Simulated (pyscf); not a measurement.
# Four-centre exchange: H₂N–SiH: (SMILES N[SiH]) [singlet] + H₂O (SMILES O) -> NH₃ (SMILES N) + HO–SiH: (SMILES O[SiH]) [singlet]

Gas phase, singlet surface, charge 0. Bonds broken: N1–Si2, O6–H7. Bonds formed: N1–H7, Si2–O6. Single points on ωB97X-D3(BJ)/def2-SVP structures (PySCF, gas phase). MP2 and CC: frozen core, UHF for open shells. ΔMP2 is the change of the MP2 total energy from the triple- to the quadruple-zeta basis.

Transition state (Å):

```xyz
8

N      0.3003    -1.1777     0.3681
Si     1.2614     0.2100     1.2577
H      0.3533    -2.1125     0.7705
H      0.3709    -1.2519    -0.6462
H      1.4422     1.0065    -0.0280
O     -0.6014     0.7277     1.4064
H     -0.6346    -0.3005     0.8566
H     -0.9291     0.6706     2.3136
```

One imaginary mode, 1104i cm⁻¹; descent along it reached the two sides named, in the forms told below.

| bond | change | reactant side (Å) | saddle | product side |
|---|---|---|---|---|
| N1–Si2 | breaks | 1.774 | 1.908 | 2.092 |
| O6–H7 | breaks | 0.977 | 1.166 | 2.469 |
| N1–H7 | forms | 2.185 | 1.372 | 1.024 |
| Si2–O6 | forms | 2.193 | 1.939 | 1.723 |

Electronic energies relative to the separated reactants (eV):

| level | barrier | reaction energy | reverse barrier |
|---|---|---|---|
| ωB97X-D3(BJ)/def2-TZVP | -0.06 | -0.14 | 0.08 |
| PBE/def2-TZVP | -0.18 | -0.13 | -0.05 |
| r²SCAN/def2-TZVP | -0.17 | -0.14 | -0.03 |
| B3LYP-D3(BJ)/def2-TZVP | -0.01 | -0.16 | 0.15 |
| PBE0-D3(BJ)/def2-TZVP | -0.15 | -0.11 | -0.04 |
| M06-2X/def2-TZVP | -0.07 | -0.14 | 0.06 |
| ωB97M-D3(BJ)/def2-TZVP | -0.02 | -0.17 | 0.15 |
| HF/def2-TZVP | 0.60 | -0.21 | 0.81 |
| MP2/def2-QZVPP | 0.01 | -0.10 | 0.11 |
| CCSD/def2-TZVPP | 0.18 | -0.14 | 0.32 |
| CCSD(T)/def2-TZVPP | 0.08 | -0.13 | 0.22 |
| CCSD(T)/def2-TZVPP + ΔMP2(QZVPP) | 0.11 | -0.12 | 0.22 |

With CCSD(T)/def2-TZVPP + ΔMP2(QZVPP) energies and thermal terms (ideal gas, 1 atm, RRHO with modes under 100 cm⁻¹ raised to 100, one conformer, R ln 2 for rigid chiral ones), in eV:

```csv
T (K),ΔH‡,ΔG‡,ΔH,ΔG
298,0.07,0.54,-0.12,-0.12
600,0.07,1.03,-0.13,-0.12
900,0.09,1.50,-0.13,-0.12
1200,0.12,1.97,-0.13,-0.12
```

On the reactant side the descent ends in an adduct with a O–Si contact, 0.34 eV under the separated species and 0.27 eV under the saddle at ωB97X-D3(BJ)/def2-TZVP. On the product side the descent ends in an adduct with a N–Si contact, 0.93 eV under the separated species and 1.01 eV under the saddle at ωB97X-D3(BJ)/def2-TZVP. At ωB97X-D3(BJ), PBE, r²SCAN, B3LYP-D3(BJ), PBE0-D3(BJ), M06-2X, ωB97M-D3(BJ) the saddle lies under the separated reactants, which points to a path from their complex (located at ωB97X-D3(BJ) alone). At PBE, r²SCAN, PBE0-D3(BJ) the saddle lies under the separated products, which points to a path from their complex (located at ωB97X-D3(BJ) alone). What is counted as formed (O–Si) is already present as a longer contact in the reactant adduct; forming that adduct is a step of its own. What is counted as broken (N–Si) persists as a longer contact in the product adduct; parting that adduct is a step of its own. One saddle was located; it need not be the lowest between these sides. The CCSD(T) − MP2 part came from Ansatz, without density fitting, on the same reference.
